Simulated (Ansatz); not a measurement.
**C4H9FO: up Jacob's ladder to CCSD(T)**

An exercise on one series of results from a longer session: the logs are not shown, and one member is left open.

Program: Ansatz 0.2.0, Gaussian basis. Level of theory: functionals in def2-TZVPP, the program's frozen cores in correlated methods. These are calculated values, not measurements.

The runs, in order: PBE-D4, r2SCAN-D4, PBE0-D4, B3LYP-D4, ωB97X-V, ωB97M-V, B2PLYP; CCSD(T)/def2-TZVPP; MP2/def2-QZVPP; extrapolation to the limit.

## The geometry

The geometry comes from an earlier relaxation with PBE0-D4 in a triple-zeta def2 set; it is a stationary point, not always the lowest conformer.

SMILES `CCCOCF`, 15 atoms, charge 0, spin multiplicity 1.

Atoms are counted from 1 here; the program's logs count them from 0.

Bond lengths: C1–C2 1.519 Å, C1–H7 1.091 Å, C1–H8 1.094 Å, C1–H9 1.094 Å, C2–C3 1.515 Å, C2–H10 1.094 Å, C2–H11 1.092 Å, C3–O4 1.421 Å, C3–H12 1.099 Å, C3–H13 1.094 Å, O4–C5 1.359 Å, C5–F6 1.387 Å, C5–H14 1.099 Å, C5–H15 1.092 Å. Angles: C2–C1–H7 111.1°, C2–C1–H8 111.4°, C2–C1–H9 111.4°, H7–C1–H8 107.5°, H7–C1–H9 107.6°, H8–C1–H9 107.6°, C1–C2–C3 111.3°, C1–C2–H10 110.4°, C1–C2–H11 110.5°, C3–C2–H10 108.4°, C3–C2–H11 109.4°, H10–C2–H11 106.7°, C2–C3–O4 113.3°, C2–C3–H12 110.5°, C2–C3–H13 110.0°, O4–C3–H12 109.4°, O4–C3–H13 105.8°, H12–C3–H13 107.6° and more.

The first run:

in.yaml reads:

```yaml
crystal:
  periodic: [false, false, false]
  atoms:
    - {symbol: C, position_ang: [1.029845, -0.531028, -1.860470]}
    - {symbol: C, position_ang: [0.517983, -0.701266, -0.440472]}
    - {symbol: C, position_ang: [-0.705602, 0.156106, -0.189546]}
    - {symbol: O, position_ang: [-1.280920, -0.048388, 1.093545]}
    - {symbol: C, position_ang: [-0.830268, 0.766221, 2.084196]}
    - {symbol: F, position_ang: [0.440977, 0.411473, 2.511395]}
    - {symbol: H, position_ang: [1.905338, -1.157224, -2.041030]}
    - {symbol: H, position_ang: [1.319735, 0.504838, -2.058612]}
    - {symbol: H, position_ang: [0.268387, -0.807237, -2.595496]}
    - {symbol: H, position_ang: [0.250940, -1.745783, -0.254422]}
    - {symbol: H, position_ang: [1.296212, -0.442521, 0.281084]}
    - {symbol: H, position_ang: [-0.462911, 1.220866, -0.315464]}
    - {symbol: H, position_ang: [-1.489823, -0.091807, -0.910632]}
    - {symbol: H, position_ang: [-0.758845, 1.812820, 1.758149]}
    - {symbol: H, position_ang: [-1.501038, 0.652929, 2.937784]}
basis:
  gaussian: {orbitals: def2-TZVPP}
hamiltonian: {xc: pbe, dispersion: d4}
output: {forces: true, orbitals: {seedname: orbitals}}
```

On the command line:

```console
$ ansatz run in.yaml --threads 2 --pin off --events-out ev --progress --plain --max-ram 22528MiB --backend cuda --devices 0, --max-vram 18GiB
```

Among the steps run: PBE-D4 (GGA); r2SCAN-D4 (meta-GGA); PBE0-D4 (hybrid); B3LYP-D4 (hybrid); ωB97X-V (range-separated); ωB97M-V (range-separated); B2PLYP (double hybrid); CCSD(T) in def2-TZVPP; MP2 in def2-QZVPP.

One table of the session follows, with a row left open; its other results are not shown here.

| method | atoms, summed (eV) | atomisation energy (kcal/mol) |
| --- | --- | --- |
| PBE-D4 | -8989.532 | 1437.7 |
| r2SCAN-D4 | -8996.554 | 1408.6 |
| PBE0-D4 | -8991.338 | 1412.1 |
| B3LYP-D4 | -9002.172 | 1404.9 |
| ωB97X-V | -8998.625 | 1408.0 |
| ωB97M-V | -8997.581 | 1409.2 |
| B2PLYP | -8995.162 | 1392.0 |
| HF/def2-TZVPP | -8966.033 | 1032.6 |
| MP2/def2-TZVPP | -8982.466 | 1394.6 |
| CCSD/def2-TZVPP | -8985.467 | 1354.5 |
| CCSD(T)/def2-TZVPP | ? | ? |
| MP2/CBS | -8985.692 | 1426.5 |
| CCSD(T)/CBS | -8989.085 | 1405.4 |

**Question.** Estimate the row for CCSD(T)/def2-TZVPP.

**Answer.** atoms, summed (eV): -8985.858; atomisation energy (kcal/mol): 1373.5. In the column «atoms, summed (eV)» it lies between CCSD(T)/CBS (-8989.085) and MP2/CBS (-8985.692).
